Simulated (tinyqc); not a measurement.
Worked calculation: Pariser-Parr-Pople SCF with singles CI, for the molecule c1cc[nH]c1 (SMILES; centres numbered as the heavy atoms are written). One step of it, computed by the program tinyqc.

Problem. Iteration 1: Fock matrix. F_rr = H_rr + P_rr gamma_rr / 2 + sum_(s != r) P_ss gamma_rs; F_rs = H_rs - P_rs gamma_rs / 2; E = tr P (H + F) / 2 + core repulsion sum_(r<s) z_r z_s gamma_rs.

P at the start, lower triangle:
```
           1C         2C         3C        4N        5C
1C   1.194582
2C   0.641795   1.194582
3C  -0.239649   0.654778   1.196994
4N  -0.253122  -0.253122   0.642197  1.216848
5C   0.654778  -0.239649  -0.250219  0.642197  1.196994
```

core matrix H (eV), lower triangle:
```
            1C          2C          3C          4N          5C
1C  -34.633625
2C   -2.390000  -34.632740
3C    0.000000   -2.390000  -36.444601
4N    0.000000    0.000000   -2.240000  -46.184019
5C   -2.390000    0.000000    0.000000   -2.240000  -36.443595
```

repulsion gamma_rs (eV), lower triangle:
```
           1C         2C         3C         4N         5C
1C  11.130000
2C   5.344818  11.130000
3C   4.046371   5.346212  11.130000
4N   4.368809   4.368302   5.923040  16.800000
5C   5.344818   4.045107   4.045936   5.923867  11.130000
```

Centres (angstrom, eV; a flat drawing with bonds scaled to 1.40 angstrom):
```
centre          x          y  core charge z          W   gamma_rr
1C       1.191000   0.000000              1  11.160000  11.130000
2C       0.368000   1.133000              1  11.160000  11.130000
3C      -0.963000   0.700000              1  11.160000  11.130000
4N      -0.963000  -0.700000              2  25.600000  16.800000
5C       0.368000  -1.133000              1  11.160000  11.130000
```

Give: F; pi energy.

Solution.

F (eV), lower triangle:
```
        1C      2C      3C       4N      5C
1C  -5.044
2C  -4.105  -5.043
3C   0.485  -4.140  -6.513
4N   0.553   0.553  -4.142  -11.345
5C  -4.140   0.485   0.506   -4.142  -6.514
```

pi energy = -86.033 eV
